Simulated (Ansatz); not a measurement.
**CH3B (singlet): wave-function methods side by side, cc-pVDZ**

One table from this session's results is given with a row withheld; the runs are named, their logs left out.

Method: cc-pVDZ, core rule «outside noble gas», up to 2 orbitals frozen; program: Ansatz 0.2.0, Gaussian basis.

The runs, in order: UHF; CCSD(T) on RHF; CCSD(T) on UHF; BCCD(T) on RHF; CISD; CCSDT(Q) on RHF; CCSDT(Q) on UHF.

20 further runs of the same task are left out: 7 that didn't finish, 13 set aside as unsound or not needed.

## The system

The geometry is a PBE0/def2-TZVP stationary point (not a proven minimum) of the parent state, kept for this charge and spin.

5 atoms, charge 0, spin multiplicity 1.

Atoms are counted from 1 here; the program's logs count them from 0.

Bond lengths: B1–C2 1.496 Å, B1–H3 1.202 Å, B1–H4 1.196 Å, C2–H5 1.082 Å. Angles: C2–B1–H3 119.8°, C2–B1–H4 120.9°, H3–B1–H4 119.3°, B1–C2–H5 144.8°.

The first run:

Input file in.yaml:

```yaml
crystal:
  periodic: [false, false, false]
  atoms:
    - {symbol: B, position_ang: [0.000000, 0.050359, 0.739783]}
    - {symbol: C, position_ang: [0.000000, -0.101482, -0.748988]}
    - {symbol: H, position_ang: [0.000000, 1.148901, 1.227395]}
    - {symbol: H, position_ang: [0.000000, -0.908685, 1.455152]}
    - {symbol: H, position_ang: [0.000000, 0.428910, -1.692336]}
basis:
  gaussian: {orbitals: cc-pVDZ}
magnetization: {spin_polarized: true, initial_magnetization: 0}
hamiltonian: {xc: hf}
output: {orbitals: {seedname: orbitals}}
```

Command:

```sh
> ansatz run in.yaml --threads 1 --pin off --events-out ev --progress --plain --max-ram 2393MiB
```

Steps of the session up to this table: UHF; CCSD(T) on RHF; CCSD(T) on UHF; BCCD(T) on RHF; CISD; CCSDT(Q) on RHF; CCSDT(Q) on UHF.

One table of the session follows, with a row left open; its other results are not shown here.

| method | from RCCSDT(Q) (meV) |
| --- | --- |
| RHF | +6747.2 |
| UHF | +5981.5 |
| RMP2 | +1386.9 |
| UMP2 | +1221.9 |
| CISD | +817.7 |
| RCCSD | +301.3 |
| UCCSD | +86.4 |
| RCCSD(T) | ? |
| UCCSD(T) | -103.3 |
| BCCD(T) | +65.0 |
| RCCSDT | +19.1 |
| UCCSDT | -297.6 |
| RCCSDT(Q) | 0 |
| UCCSDT(Q) | -355.1 |

Q: Estimate the row for RCCSD(T) from the others.

As computed: from RCCSDT(Q) (meV): +65.5. In the column «from RCCSDT(Q) (meV)» it lies between BCCD(T) (+65.0) and UCCSD (+86.4).

The program flags UCCSD(T), UCCSDT(Q) as in doubt (see the logs), so those rows may rest on another solution; read them beside their warnings.

Limits of these values: The determinant is far from a pure spin state, so its energy mixes those of several spin states (harmless only where they are near-degenerate, as at dissociation). The program flags UCCSD(T), UCCSDT(Q) as in doubt, so those rows may rest on another solution; read them beside their warnings. Warnings: restricted reference is unstable; spin contamination; large T1 diagnostic. Restricted and unrestricted rows rest on different reference determinants; where their highest levels disagree by more than a few hundredths of an eV, they describe different states and don't form one ladder.
